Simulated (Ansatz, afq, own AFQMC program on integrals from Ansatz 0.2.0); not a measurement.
Integrals from Ansatz 0.2.0, then the random walk in our own AFQMC program (afq).

```yaml
crystal:
  periodic: [false, false, false]
  atoms:
    - {symbol: P, position_ang: [-0.374718, 1.004388, 0.075260]}
    - {symbol: H, position_ang: [0.500810, 1.494129, -0.947928]}
    - {symbol: H, position_ang: [0.563548, 1.358853, 1.098648]}
basis:
  gaussian: {orbitals: def2-TZVP}
magnetization: {spin_polarized: true, initial_magnetization: 1}
correlation: {method: ccsd_t, electrons: outside_noble_gas, hamiltonian_folder: ham}
```

```sh
$ ansatz run in.yaml --threads 1 --pin off --events-out ev --progress --plain --max-ram 16896MiB --backend cuda --devices 0, --max-vram 18GiB
```

afq runs on the folder ham with

```
--method phaseless --trial cisd --walkers 4000 --populations 20 --least-time 60 --time-step 0.005 --steps-per-block 50 --equilibration-blocks 28 --max-blocks 4000 --target-error 0.00016 --factor-cut 1e-05 --start spin_pure --seed 8919 --release-times 0.24,0.51,0.99,1.62,2.4 --release-step 0.03 --release-every 3 --taylor-order 6
```

Times are imaginary, in 1/Eh. The walk had a cap of 134 s. With eight or more populations the least sampling time is a fifth of least-time, and the error comes from their spread.

afq prints:

```
orbitals 44  electrons 4 3  factors 304 of 312
reference energy -341.88161165 Eh
CCSD correlation -0.15749712 Eh in 9 cycles, weight of the determinant in the CISD state 0.9119
energy of the start -342.038726 Eh
 block  time / (1/Eh)  mean weight  energy / Eh
     1     0.250  1.0000  -342.038098
     2     0.500  0.9997  -342.039389
     3     0.750  0.9999  -342.040735
     4     1.000  0.9997  -342.041826
     5     1.250  0.9999  -342.042791
    10     2.500  1.0001  -342.044306
    15     3.750  0.9998  -342.045472
    20     5.000  0.9998  -342.045163
    25     6.250  1.0001  -342.045382
    30     7.500  0.9999  -342.045418
    35     8.750  0.9999  -342.044767
    40    10.000  0.9999  -342.045487
    45    11.250  1.0001  -342.045619
    50    12.500  1.0000  -342.045471
    55    13.750  0.9999  -342.044991
    60    15.000  1.0002  -342.044841
    64    16.000  1.0001  -342.044657
    65    16.250  1.0000  -342.044916
    70    17.500  1.0001  -342.044972
    74    18.500  1.0001  -342.045871
    75    18.750  0.9998  -342.045043
    78    19.500  0.9999  -342.045056
error from the spread of 20 populations
released: time / (1/Eh)  energy / Eh  error  mean overlap
  0.24  -342.045191  0.000048  1.0013
  0.51  -342.045248  0.000051  1.0019
  0.99  -342.045392  0.000047  0.9996
  1.62  -342.045431  0.000047  0.9918
  2.40  -342.045435  0.000044  0.9913
energy -342.045188 +/- 0.000068 Eh
(rows thinned)
```

The run passed its tests (sampling time, drift between the halves within three errors, error under three times the target), which doesn't prove that it has relaxed.

Against this walk (error 1.9 meV) on the same determinant: CCSD(T) 24.1 meV higher, CCSDT(Q) 5.7 meV lower. The error is statistical and leaves out the bias of the constraint. Released to 2.40 1/Eh the energy lies 6.7 ± 2.2 meV (both errors) below the phaseless value, which shows part or all of the bias of the constraint, and CCSDT(Q) lies 1.0 meV above the released value.

Cautions: constraint bias not in the error.

The walk took 54 s on 1 × NVIDIA H100 80GB HBM3 with 2 threads of AMD EPYC 7R13 Processor (Zen 3), on a shared host (the card was shared). The log's last line is the phaseless energy.

CCSDT and higher add their correlation energy to the determinant of the CCSD(T) run, since their own runs factorise the integrals more tightly (a shift of under 2 meV). A walk keeps the symmetry of its determinant, which the program's search chose and which needn't be the lowest solution, so a lower state of the same spin and another symmetry isn't excluded.
